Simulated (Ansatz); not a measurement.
## bcc Li

Level of theory: PBE (Ansatz, a quantum-chemistry and plane-wave program, PAW).

Run with plane-wave cutoff 520 eV, 22×22×22 k mesh, Fermi–Dirac smearing 0.05 eV, scalar-relativistic PAW data made under PBE.

Cell (relaxed at this level):

```cif
data_Li2
_chemical_formula_sum 'Li2'
_space_group_name_H-M_alt 'Im-3m'
_space_group_IT_number 229
_space_group_name_Hall '-I 4 2 3'
_cell_length_a 3.43462
_cell_length_b 3.43462
_cell_length_c 3.43462
_cell_angle_alpha 90.000
_cell_angle_beta 90.000
_cell_angle_gamma 90.000
loop_
_atom_site_label
_atom_site_type_symbol
_atom_site_symmetry_multiplicity
_atom_site_Wyckoff_symbol
_atom_site_fract_x
_atom_site_fract_y
_atom_site_fract_z
_atom_site_occupancy
Li1 Li 2 a 0.00000 0.00000 0.00000 1
```
(The calculation used a cell of 1 atom; values per cell refer to that cell.)

For bcc Li, the bulk modulus is 13.9 GPa. The band gap is zero (no gap) and the pressure derivative B′ of the bulk modulus is 3.3.

Measured, for comparison: bulk modulus 13.8 GPa (corrected for temperature and zero-point phonon effects, our sources range from 13.1 to 13.9; as tabulated in Levämäki et al. (2014), arXiv:1402.3671). Computed (rounded) less measured: bulk modulus +0.7 % (0.0 % to +6 % over the range).

Static lattice: no zero-point or thermal effects.

Cost on a shared machine: roughly 25 core-seconds.
